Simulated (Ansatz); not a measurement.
For 2H WSe₂, PBE-D4 in Ansatz (PAW) gives:

```
Property                           Value
------------------------------  --------
equilibrium lattice constant a   3.279 Å
lattice parameter c             12.833 Å
```

Question: What does HSE06 (plane waves, PAW; Ansatz, a program for electronic structure) give for the same quantities?

Answer: 
- lattice constant a: 3.287 Å (increases by 0.2 %)
- lattice parameter c: 14.658 Å (goes up by 14 %)

For comparison: lattice constant a 3.282 Å (measured, 300 K, not corrected to a static lattice; as tabulated in arXiv:1605.07067); lattice parameter c 12.96 Å (measured, 300 K, not corrected to a static lattice; as tabulated in arXiv:1605.07067).

Changes are worked out from the printed values.

Unless a cell is named, each level is at its own relaxed cell (PBE-D4 19.91, HSE06 22.86 Å³/atom).

Levels without +SOC leave out spin–orbit coupling, which shifts energies and cells of such heavy elements.

The crystal itself was run without spin with PBE-D4, HSE06; a magnetic state was not tried in these runs.

Caveats: the cell comes from a level without a dispersion term, which matters for the spacing of layers, chains or molecules (HSE06). Ansatz's density-functional and Hartree–Fock values are scalar-relativistic unless marked +SOC, with PAW data made under PBE.
